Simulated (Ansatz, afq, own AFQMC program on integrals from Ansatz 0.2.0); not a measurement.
Where AFQMC and coupled cluster stand for CH$_{2}$B⁻, singlet

```tsv
atom	x (Å)	y (Å)	z (Å)
B	0.0000	0.0000	0.8265
C	0.0000	0.0000	-0.5553
H	0.0000	-0.9252	-1.1237
H	0.0000	0.9252	-1.1237
```

Connectivity, by distances: B–CH2.

Basis aug-cc-pVDZ. Noble-gas cores (and the filled d shells of Ga–Kr and In–Xe) are frozen. AFQMC by an in-house program on the Cholesky factors that Ansatz 0.2.0 writes for its CCSD(T) run. ph-AFQMC/CISD is guided by a CISD state made of CCSD amplitudes; releasing the constraint for a short imaginary time cuts its bias at the price of noise, slowly where states lie close. ± is one standard error of the sampling.

Determinant: UHF, the one that the program's search chose, which needn't be the lowest solution. The geometry is a PBE0/def2-TZVP stationary point of this or a neighbouring charge and spin state.

No full CI on the walks' own integrals is used here; CCSDT(Q) serves as the reference and is uncertain by about the last step of the cluster series.

Cautions: the determinant is a saddle point among determinants of its kind.

The T1 diagnostic is 0.0169 and the weight of the determinant in the CISD state is 0.864. The ⟨S²⟩ of the determinant is 0.000 and the size of the correlated space is 10 electrons in 62 orbitals.

Reference: CCSDT(Q), correlation energy -7.246 eV. The released energy is read at 2.40 1/Eh (meV from the phaseless value at times in 1/Eh: 0 ± 4 at 0.24, -3.9 ± 2.1 at 0.51, -4.0 ± 2.4 at 0.99, -10 ± 4 at 1.62, -5 ± 5 at 2.40).

```json
{"level": "HF", "E − E(reference) (kJ/mol)": "699.1", "share of correlation (%)": "0.00"}
{"level": "MP2", "E − E(reference) (kJ/mol)": "103.2", "share of correlation (%)": "85.24"}
{"level": "CCSD", "E − E(reference) (kJ/mol)": "33.3", "share of correlation (%)": "95.24"}
{"level": "CCSD(T)", "E − E(reference) (kJ/mol)": "4.5", "share of correlation (%)": "99.36"}
{"level": "CCSDT", "E − E(reference) (kJ/mol)": "2.0", "share of correlation (%)": "99.72"}
{"level": "ph-AFQMC/CISD", "E − E(reference) (kJ/mol)": "0.6 ± 0.5", "share of correlation (%)": "99.91"}
{"level": "released AFQMC", "E − E(reference) (kJ/mol)": "0.2 ± 0.5", "share of correlation (%)": "99.97"}
```

A walk keeps the symmetry of its determinant, which the program's search chose and which needn't be the lowest solution, so a lower state of the same spin and another symmetry isn't excluded. Released energies are given only where the last usable release times agree within the noise; a slower fall can still hide under it.
